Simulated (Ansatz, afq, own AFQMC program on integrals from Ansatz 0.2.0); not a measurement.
# Where AFQMC and coupled cluster stand for C2H9FGeOSi, singlet

| atom | x (Å) | y (Å) | z (Å) |
| --- | --- | --- | --- |
| C | -1.9437 | 1.6500 | -0.2308 |
| O | -0.8284 | 0.8002 | -0.2602 |
| Si | -0.8095 | -0.8176 | 0.0660 |
| F | -1.1993 | -1.0489 | 1.6300 |
| C | 0.9143 | -1.4129 | -0.2276 |
| Ge | 2.2998 | -0.1003 | 0.2521 |
| H | -2.8062 | 1.2211 | -0.7732 |
| H | -2.2598 | 1.8647 | 0.8043 |
| H | -1.6766 | 2.6017 | -0.7140 |
| H | -1.8725 | -1.5103 | -0.7150 |
| H | 1.0455 | -1.6708 | -1.2913 |
| H | 1.0810 | -2.3338 | 0.3546 |
| H | 2.0133 | 0.4995 | 1.6396 |
| H | 3.6671 | -0.8135 | 0.2931 |
| H | 2.3532 | 1.0203 | -0.7979 |

Basis def2-SVP. Only valence electrons are correlated. Ansatz 0.2.0 and our own AFQMC program on the same integrals; the CISD trial comes from CCSD amplitudes, and released means the phaseless constraint is let go. Error bars are statistical, one sigma. No spin–orbit coupling.

Determinant: RHF, the one that the program's search chose, which needn't be the lowest solution. The geometry is a PBE0/def2-SVP stationary point of this or a neighbouring charge and spin state.

No full CI on the walks' own integrals is used here. The released AFQMC energy serves as the reference, which it does only where one determinant dominates, the energy is flat over the last release times and near the phaseless one (40 meV or 2 meV an electron, half that with transition metals). On small molecules, where full CI could be run and the noise was under 10 meV, such values lay within 10 meV of it in 19 cases of 20, a flattering rate, since the rule was set on those same cases; what remains of the bias isn't in the error bar.

Cautions: no relativity below Rb; no spin-orbit coupling; inner d shell frozen; the released value is read at 0.90 1/Eh with a noise of 25 meV, more than in the cases checked (meV from the phaseless value at times in 1/Eh: -2 ± 19 at 0.21, -1 ± 25 at 0.42, -29 ± 28 at 0.63, 5 ± 25 at 0.90).

```
T1 diagnostic                               : 0.0110
weight of the determinant in the CISD state : 0.749
size of the correlated space                : 38 electrons in 128 orbitals
```

Reference: AFQMC with the constraint released, correlation energy -25.571 ± 0.025 eV.

```csv
level,E − E(reference) (mEh),share of correlation (%)
HF,939.71 ± 0.94,0.00
MP2,90.60 ± 0.94,90.36
CCSD,24.64 ± 0.94,97.38
CCSD(T),2.94 ± 0.94,99.69
ph-AFQMC/CISD,-0.20 ± 1.13,100.02
```

Released energies are given only where the last usable release times agree within the noise; a slower fall can still hide under it.
